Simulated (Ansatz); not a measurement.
**HN (charge -1): composite energy at a relaxed geometry in Python**

Aim: a composite energy at a relaxed geometry, for HN (charge -1), run from a script.

Program: Ansatz 0.2.0, driven from Python. The levels of theory stand in the script. These are calculated values, not measurements.

**1. The structure**

Bond lengths: H1–N2 1.075 Å.

Input file hn.xyz:

```xyz
2

H     0.00000    0.00000    0.00000
N     0.00000    0.00000    1.07500
```

**2. The code**

File hn.py:

```python
"""A composite energy for HN(-): DFT geometry, MP2 basis limit, coupled-cluster correction."""

import itertools
import warnings

import ansatz as az
from ase.data import atomic_numbers, covalent_radii
import numpy as np

warnings.simplefilter("ignore", az.DeckWarning)

system = az.Crystal.molecule_from_extxyz("hn.xyz")

job = (
    system.calculation()
    .basis(gaussian="def2-SVP")
    .functional("B3LYP", dispersion="d3bj")
    .charge(-1)
    .spin("collinear", total=1)
)
symbols = [site.symbol for site in system.cartesian_sites]
start = np.array([site.position_ang for site in system.cartesian_sites], dtype=float)
rep = job.relax(force_tolerance=0.01).run().report
end = np.array(rep["positions_ang"])
# pairs closer than 1.2 times the sum of covalent radii, before or after
radius = [covalent_radii[atomic_numbers[s]] for s in symbols]
span = lambda where, i, j: np.linalg.norm(where[i] - where[j])
bonded = [(i, j) for i, j in itertools.combinations(range(len(symbols)), 2) if min(span(start, i, j), span(end, i, j)) < 1.2 * (radius[i] + radius[j])]
print("pair        before    after (A)")
for i, j in bonded:
    print(f"{symbols[i]}{i}-{symbols[j]}{j}".ljust(10), f"{span(start, i, j):8.4f} {span(end, i, j):8.4f}")

minimum = az.Crystal.molecule()
for symbol, place in zip(symbols, end):
    minimum = minimum.atom(symbol, place.tolist())
at_minimum = minimum.calculation().charge(-1).spin("collinear", total=1)
# MP2 extrapolated to the basis limit, plus the small-basis difference CCSD(T) - MP2
level = lambda method, basis: at_minimum.basis(gaussian=basis).correlation(method).run().report
small, large, cluster = level("mp2", "cc-pVDZ"), level("mp2", "cc-pVTZ"), level("ccsd_t", "cc-pVDZ")
corr = lambda each: (each["free_energy_ev"] - each["reference_energy_ev"]) / 27.211386246
mp2_limit = (27 * corr(large) - 8 * corr(small)) / 19
pieces = {"HF / cc-pVTZ": large["reference_energy_ev"] / 27.211386246, "MP2 correlation, DZ-TZ limit": mp2_limit, "CCSD(T) - MP2 / cc-pVDZ": corr(cluster) - corr(small)}
for name, value in pieces.items():
    print(f"{name:32s} {value:14.6f} Ha")
print(f"{'sum':32s} {sum(pieces.values()):14.6f} Ha")
print("T1 diagnostic", round(cluster["correlation"]["coupled_cluster"]["t1_diagnostic"], 4))
```

**3. The calls as engine input**

The package turns the script's settings into the engine's input (first run):

```yaml
crystal:
  periodic: [false, false, false]
  atoms:
    - { symbol: H, position_ang: [0.0, 0.0, 0.0] }
    - { symbol: "N", position_ang: [0.0, 0.0, 1.075] }
basis:
  gaussian:
    orbitals: def2-SVP
hamiltonian:
  xc: b3lyp
  dispersion: d3bj
magnetization:
  spin_polarized: true
  initial_magnetization: 1.0
total_charge: -1.0
relax:
  f_tol: 0.01
```

**4. The run**

The run is started by

```bash
python hn.py
```

The program printed:

```text
pair        before    after (A)
H0-N1        1.0750   1.0761
HF / cc-pVTZ                         -54.899807 Ha
MP2 correlation, DZ-TZ limit          -0.208672 Ha
CCSD(T) - MP2 / cc-pVDZ               -0.019061 Ha
sum                                  -55.127540 Ha
T1 diagnostic 0.0063
```

It took 3.8 s on 1 thread of Arm Neoverse N1, shared host; peak memory 0.16 GiB.

**5. Path of the relaxation of run 0**

Step by step:

| step | energy from step 1 (eV) | largest force component (eV/Å) |
| --- | --- | --- |
| 1 | 0.0000 | 0.0314 |
| 2 | 0.0000 | 0.0133 |
| 3 | 0.0000 | 0.0000 |

Step 1 is the start.

Before: Bond lengths: H1–N2 1.075 Å.

After: Bond lengths: H1–N2 1.076 Å.

Run 0 is this relaxation; the runs after it count from 1.

**6. Run by run**

The 3 runs, in the order started:

```tsv
run	basis	method	energy (eV)	<S²>	iterations in all	CPU time (s)
1	cc-pVDZ	mp2	-1496.6754	0.76	38	0.13
2	cc-pVTZ	mp2	-1499.0226	0.76	93	0.59
3	cc-pVDZ	ccsd_t	-1497.1941	0.76	261	0.66
```

**7. Summary of results**

| quantity | value |
| --- | --- |
| T1 diagnostic | 0.0063 |
| composite energy | -55.127540 Ha |
| runs compared | 3 |

In words: All 3 runs converged (38 to 261 cycles). A T1 diagnostic under about 0.02 supports a single-reference treatment, as here. Run 0: After 2 moves the largest shift is 0.001 Å. The start was already close to the minimum. Caveats:
- The sum leaves out core correlation, relativity, the Hartree-Fock basis error and zero-point energy; a DZ-TZ extrapolation is rough.
- The species is open-shell (spin multiplicity 2).
- b3lyp holds the VWN-RPA fit, as in Gaussian; the form of ORCA and Turbomole is b3lyp5.
- Inner cores stay frozen, so this is valence correlation.
- An extrapolation from small basis sets is rough.
- Anions want diffuse functions, which this basis lacks.
